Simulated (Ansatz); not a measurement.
Born–Oppenheimer molecular dynamics of CH4NSi (7 atoms, charge -1, multiplicity 1). It starts at the highest image of a converged band. Of that band: The profile has 2 maxima (images 1, 4) with wells between them (image 2): this band takes more than one step, which may be the mechanism or a detour left from its start path. A vibrational analysis at the climbing image gives one clearly imaginary mode, 1026i cm⁻¹: a first-order saddle point.

The calculation used RKS PBE0-D4/def2-SVP in Ansatz.

```
ensemble                      : NVE (velocity Verlet)
time step                     : 0.5 fs
steps asked                   : 200
starting velocities drawn for : 300 K
seed                          : 11316
```

Frames 1 fs apart, positions in Å.

Velocities at 25.0 fs (Å/ps):

```
C -4.00 0.55 0.47
N 1.73 5.52 -2.38
Si 0.73 -8.16 -3.68
H 7.73 18.92 14.44
H -15.98 5.94 6.93
H 44.59 -11.44 60.20
H -32.95 130.59 48.38
```

```xyz
7
Properties=species:S:1:pos:R:3 time_fs=25.0 energy_less_start_eV=-1.383 T=2439
C -0.767 -1.699 0.243
N -0.027 -0.626 0.061
Si 0.547 0.933 0.098
H -1.603 -1.425 1.000
H 1.017 1.396 -1.292
H -0.294 2.258 0.256
H 1.978 1.407 0.891
7
Properties=species:S:1:pos:R:3 time_fs=26.0 energy_less_start_eV=-1.265 T=2256
C -0.771 -1.698 0.244
N -0.025 -0.621 0.059
Si 0.548 0.925 0.095
H -1.596 -1.407 1.014
H 1.002 1.400 -1.285
H -0.251 2.245 0.319
H 1.937 1.532 0.937
7
Properties=species:S:1:pos:R:3 time_fs=27.0 energy_less_start_eV=-1.112 T=2019
C -0.774 -1.696 0.244
N -0.023 -0.617 0.057
Si 0.550 0.918 0.091
H -1.589 -1.391 1.027
H 0.986 1.400 -1.278
H -0.210 2.229 0.386
H 1.882 1.644 0.978
7
Properties=species:S:1:pos:R:3 time_fs=28.0 energy_less_start_eV=-0.939 T=1752
C -0.777 -1.692 0.245
N -0.022 -0.614 0.055
Si 0.552 0.912 0.087
H -1.583 -1.377 1.039
H 0.973 1.397 -1.274
H -0.176 2.211 0.455
H 1.816 1.739 1.011
7
Properties=species:S:1:pos:R:3 time_fs=29.0 energy_less_start_eV=-0.764 T=1482
C -0.779 -1.688 0.246
N -0.021 -0.613 0.054
Si 0.554 0.907 0.084
H -1.576 -1.366 1.048
H 0.961 1.391 -1.272
H -0.150 2.192 0.524
H 1.742 1.816 1.038
7
Properties=species:S:1:pos:R:3 time_fs=30.0 energy_less_start_eV=-0.604 T=1234
C -0.781 -1.681 0.248
N -0.020 -0.613 0.052
Si 0.557 0.903 0.080
H -1.568 -1.358 1.056
H 0.952 1.383 -1.273
H -0.136 2.172 0.593
H 1.663 1.872 1.057
7
Properties=species:S:1:pos:R:3 time_fs=31.0 energy_less_start_eV=-0.474 T=1034
C -0.783 -1.674 0.249
N -0.019 -0.615 0.051
Si 0.560 0.901 0.077
H -1.560 -1.353 1.062
H 0.945 1.375 -1.278
H -0.133 2.152 0.658
H 1.584 1.906 1.068
7
Properties=species:S:1:pos:R:3 time_fs=32.0 energy_less_start_eV=-0.390 T=904
C -0.785 -1.665 0.251
N -0.018 -0.619 0.050
Si 0.563 0.899 0.075
H -1.552 -1.352 1.069
H 0.940 1.367 -1.285
H -0.144 2.131 0.717
H 1.508 1.919 1.072
7
Properties=species:S:1:pos:R:3 time_fs=33.0 energy_less_start_eV=-0.357 T=853
C -0.786 -1.656 0.253
N -0.017 -0.624 0.049
Si 0.566 0.899 0.073
H -1.545 -1.354 1.075
H 0.938 1.361 -1.294
H -0.169 2.110 0.768
H 1.438 1.910 1.070
7
Properties=species:S:1:pos:R:3 time_fs=34.0 energy_less_start_eV=-0.374 T=878
C -0.787 -1.647 0.255
N -0.015 -0.630 0.048
Si 0.569 0.900 0.072
H -1.539 -1.357 1.084
H 0.937 1.355 -1.305
H -0.208 2.088 0.810
H 1.378 1.880 1.061
7
Properties=species:S:1:pos:R:3 time_fs=35.0 energy_less_start_eV=-0.422 T=952
C -0.789 -1.637 0.257
N -0.013 -0.636 0.046
Si 0.572 0.902 0.071
H -1.534 -1.361 1.095
H 0.936 1.351 -1.315
H -0.259 2.065 0.841
H 1.330 1.832 1.048
7
Properties=species:S:1:pos:R:3 time_fs=36.0 energy_less_start_eV=-0.478 T=1039
C -0.791 -1.628 0.259
N -0.010 -0.642 0.045
Si 0.575 0.905 0.070
H -1.531 -1.365 1.108
H 0.936 1.349 -1.324
H -0.321 2.041 0.860
H 1.299 1.770 1.033
```

Of the whole run (100 fs, mean temperature of the second half 1499 K): The conserved energy stayed within 0.39 meV per atom of its start (net change -0.1 meV per atom), so the integration is sound. The system heated up, since it started high on the potential surface and ran downhill. A run of 0.1 ps of so small a system gives no equilibrium averages. The orbitals stay closed-shell, which can raise the energy where a bond breaks towards radicals; this wasn't checked here. Limits of this set-up: an anion without diffuse functions, the dipole of an ion depends on the origin.

Run time: 5.3 min on 1 thread of Arm Neoverse V1 (shared host), peak memory 0.12 GiB.
